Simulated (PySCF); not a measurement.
## Adding and removing an electron: P₂

PBE0; basis P aug-pcseg-1; no relativity; PySCF 2.14. Neutral (UKS): singlet (closed shell), Re = 1.893 Å, ωe = 825 cm⁻¹, De = 4.65 eV, HOMO -8.22 eV, LUMO -2.68 eV.

P₂⁺ (UKS): doublet (π ↑), Re = 1.979 Å, ωe = 717 cm⁻¹, De = 4.74 eV to P⁺ + P. The energies at the minima are -682.40017 hartree for P2 and -682.01606 for P₂⁺.

Task: Work out the adiabatic ionisation energy, without and with harmonic zero-point energies (1 hartree = 27.2114 eV, 1 eV = 8065.5 cm⁻¹), and the change of the bond length.

Result: At PBE0: 0.38411 hartree = 10.452 eV between the minima; the zero-point term (717.0 − 825.0)/2 cm⁻¹ = -0.007 eV makes it 10.445 eV. Re changes by +8.6 pm against the neutral. Minus the HOMO energy is 8.22 eV, -2.23 eV from the value between the minima; self-interaction puts the Kohn–Sham level too high, less so with exact exchange. The electron leaves a π orbital, and the longer bond of the ion fits a bonding orbital, or a change in how ionic the bond is.

States were picked by a PBE0 search and need not be the measured ground states.
